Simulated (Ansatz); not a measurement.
**C₂H₆O (singlet): the correlation ladder, 6-31G***

Aim: climb from Hartree-Fock through coupled cluster and multireference methods for C₂H₆O (singlet) at one geometry and basis, and see what each rung misses.

Computed with Ansatz 0.2.0, Gaussian basis. Level: 6-31G*, core rule «outside noble gas», up to 3 orbitals frozen.

The runs, in order: UHF; CCSD(T) on RHF; BCCD(T) on RHF; CISD; CCSDT(Q) on RHF; CASSCF and MRCISD+Q, 8 electrons in 8 orbitals; CASSCF and NEVPT2, 8 electrons in 8 orbitals.

15 further runs of the same task are left out: 2 that didn't finish, 13 set aside as unsound or not needed.

### Step 1. What is computed

The geometry is an MP2(full)/6-31G* stationary point (not a proven minimum).

9 atoms, charge 0, spin multiplicity 1.

Atoms are counted from 1 here; the program's logs count them from 0.

Bond lengths: C1–O2 1.414 Å, C1–H4 1.090 Å, C1–H5 1.099 Å, C1–H6 1.099 Å, O2–C3 1.414 Å, C3–H7 1.090 Å, C3–H8 1.099 Å, C3–H9 1.099 Å. Angles: O2–C1–H4 106.9°, O2–C1–H5 111.5°, O2–C1–H6 111.5°, H4–C1–H5 109.2°, H4–C1–H6 109.2°, H5–C1–H6 108.5°, C1–O2–C3 111.1°, O2–C3–H7 106.9°, O2–C3–H8 111.5°, O2–C3–H9 111.5°, H7–C3–H8 109.2°, H7–C3–H9 109.2°, H8–C3–H9 108.5°.

### Step 2. UHF

Contents of in.yaml:

```yaml
crystal:
  periodic: [false, false, false]
  atoms:
    - {symbol: C, position_ang: [0.000000, 1.165725, -0.251564]}
    - {symbol: O, position_ang: [0.000000, 0.000000, 0.548496]}
    - {symbol: C, position_ang: [0.000000, -1.165725, -0.251564]}
    - {symbol: H, position_ang: [0.000000, 2.017769, 0.428589]}
    - {symbol: H, position_ang: [0.891784, 1.214320, -0.892088]}
    - {symbol: H, position_ang: [-0.891784, 1.214320, -0.892088]}
    - {symbol: H, position_ang: [0.000000, -2.017769, 0.428589]}
    - {symbol: H, position_ang: [-0.891784, -1.214320, -0.892088]}
    - {symbol: H, position_ang: [0.891784, -1.214320, -0.892088]}
basis:
  gaussian: {orbitals: "6-31G*"}
magnetization: {spin_polarized: true, initial_magnetization: 0}
hamiltonian: {xc: hf}
output: {orbitals: {seedname: orbitals}}
```

Launch:

```bash
ansatz run in.yaml --threads 1 --pin off --events-out ev --progress --plain --max-ram 2560MiB --backend cpu
```

The runs that follow: CCSD(T) on RHF; BCCD(T) on RHF; CISD; CCSDT(Q) on RHF; CASSCF and MRCISD+Q, 8 electrons in 8 orbitals; CASSCF and NEVPT2, 8 electrons in 8 orbitals.

**Question.** What will the summary of the whole plan be? Wanted: RCCSDT(Q) below the RHF energy; RMP2 from RCCSDT(Q); RCCSD from RCCSDT(Q); RCCSD(T) from RCCSDT(Q); MRCISD+Q frontier from RCCSDT(Q); T1 diagnostic.

**Answer**, as computed:

| quantity | value |
| --- | --- |
| RCCSDT(Q) below the RHF energy | -13.2552 eV |
| RMP2 from RCCSDT(Q) | +123.5 kJ/mol |
| RCCSD from RCCSDT(Q) | +34.3 kJ/mol |
| RCCSD(T) from RCCSDT(Q) | +4.0 kJ/mol |
| MRCISD+Q frontier from RCCSDT(Q) | +16.2 kJ/mol |
| levels within 1 kcal/mol (43 meV) | RCCSD(T), BCCD(T), RCCSDT |
| T1 diagnostic | 0.010 |

**Reading.** RCCSD(T) lands +4.0 kJ/mol from the yardstick (0.3 % of the correlation energy). These misses are within one basis, not against nature.
